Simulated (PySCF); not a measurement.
Gas-phase reaction: 4 C3H6 (propylene) → 3 CH4 + 3 C3H4 (allene)

Computed with PySCF and rigid-rotor harmonic-oscillator thermochemistry at 1 bar. Table values come from the NASA 1993 polynomials. † marks an energy on the PBE0/def2-TZVP geometry and frequencies. CCSD(T) freezes the core. All species are closed-shell singlets. CCSD(T) isn't extrapolated to the basis-set limit.

Levels: a) BLYP/def2-TZVP†; b) CCSD(T)/def2-SVP†; c) PBE/def2-TZVP†.

Order the levels by the distance of their ΔH°(298 K) from the table for this reaction, closest first.

b (+15 kJ), c (-43 kJ), a (-102 kJ)

The table gives 270 kJ. The order holds for this reaction alone, and for the 1993 entries, some of which have been revised since.
